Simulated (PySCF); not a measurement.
# Electron affinity of C by level of theory

C⁻ [He] 2s2 2p3 (4S) → C [He] 2s2 2p2 (3P), as a difference of total energies. Computed with PySCF 2.14 in aug-cc-pVDZ, with the non-relativistic Hamiltonian (point nucleus). Correlated levels: valence: 1s2 frozen. The calculations carry no spin-orbit coupling.

| method | electron affinity (eV) | error (eV) |
| --- | --- | --- |
| UHF | 0.468 | -0.794 |
| LDA | 1.788 | +0.526 |
| PBE | 1.572 | +0.310 |
| PBE0 | 1.414 | +0.152 |
| r2SCAN | 1.495 | +0.233 |
| wB97M-V | 1.333 | +0.071 |
| revPBE | 1.506 | +0.244 |
| wB97X-V | 1.194 | -0.068 |
| TPSSh | 1.388 | +0.126 |
| MP2 (valence) | 1.187 | -0.075 |
| SCS-MP2 (valence) | 0.921 | -0.341 |

Reference: 1.262 eV (measured; photodetachment measurements, as compiled on the Wikipedia data page of electron affinities).

Errors of the correlated levels include the incompleteness of this basis and the frozen core.

In the anion the highest occupied orbital energy is positive at LDA, PBE, PBE0, r2SCAN, revPBE, TPSSh, a self-interaction effect; the basis confines that electron, and the energy difference can still be sensible.
